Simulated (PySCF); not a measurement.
## Molecular orbitals of HCl

PBE0 at R = 1.280 Å; basis H pcseg-2, Cl pcseg-2; no relativity; PySCF 2.14. State: triplet, unpaired electrons σ ↑, π ↑, a second solution, started from another occupation. Only the outer orbitals are listed, counted within each symmetry.

```
spin  orbital  occ.  ε (eV)  on H (%)           main shells (%)
   α       4σ     1  -26.58         7                   92 Cl s
   α       5σ     1  -15.19        24           70 Cl p, 24 H s
   α       2π     1  -13.44         1                   99 Cl p
   α       2π     1  -11.81         1                   99 Cl p
   α       6σ     1   -2.87        88           89 H s, 14 Cl p
   α       7σ     0    2.48        72  72 H s, 16 Cl p, 10 Cl d
   α       3π     0    6.88         0                  100 Cl p
   α       8σ     0    7.18         0                  100 Cl p
   β       4σ     1  -24.58         7                   91 Cl s
   β       5σ     1  -13.89        21           73 Cl p, 20 H s
   β       2π     1  -11.13         1                   99 Cl p
   β       2π     0   -7.68         1                   99 Cl p
   β       6σ     0    0.85       100                   102 H s
   β       7σ     0    3.75        58  59 H s, 27 Cl p, 11 Cl d
```

Question: Which are the highest filled and the lowest empty level, where do they sit, and how wide is the gap?

Answer: Highest filled α 6σ at -2.87 eV (in %: 89 H s, 14 Cl p); lowest empty β 2π at -7.68 eV (in %: 99 Cl p); the gap at PBE0 is -4.81 eV.

The bond order (Mayer) is 0.33 and the ⟨S²⟩ is 2.004. The charge on H (Mulliken, basis-dependent) is -0.49 and the charge on H (Löwdin, basis-dependent) is -0.71. The dipole moment (positive dipole means H(−)Cl(+)) is 1.72 D.

Shares are Mulliken populations and can fall outside 0 to 100 %.

Counting both spins, an empty level lies below a filled one in this solution, because spin and occupation are held.
